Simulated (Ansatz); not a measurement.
MgS₂. Total charge 0; triplet. Geometry PBE-D4/def2-TZVP; atoms count from 1.

```xyz
3

Mg    0.365   -1.402   -0.371
S     0.440    1.054   -0.537
S    -0.805    0.348    0.908
```

The structure comes from a short search, and lower isomers may exist.

(1) Estimate the Mulliken populations from the PBE0/def2-TZVP orbitals of Ansatz.

(2) Where does the spin sit?

(3) And the Mayer bond orders between bonded heavy atoms (over 0.3)?

Answers

(1) 
```tsv
atom	charge (e)	spin (α − β)
Mg1	0.42	0.94
S2	-0.21	0.53
S3	-0.21	0.53
```
Mulliken values and Mayer orders depend strongly on the basis.

(2) Summed by element: Mg 0.94, S 1.06, of 2 unpaired in all. Largest on single atoms: Mg1 0.94, S2 0.53, S3 0.53.

(3) Mg1–S2 0.51 (2.46 Å); Mg1–S3 0.51 (2.46 Å); S2–S3 1.54 (2.03 Å).
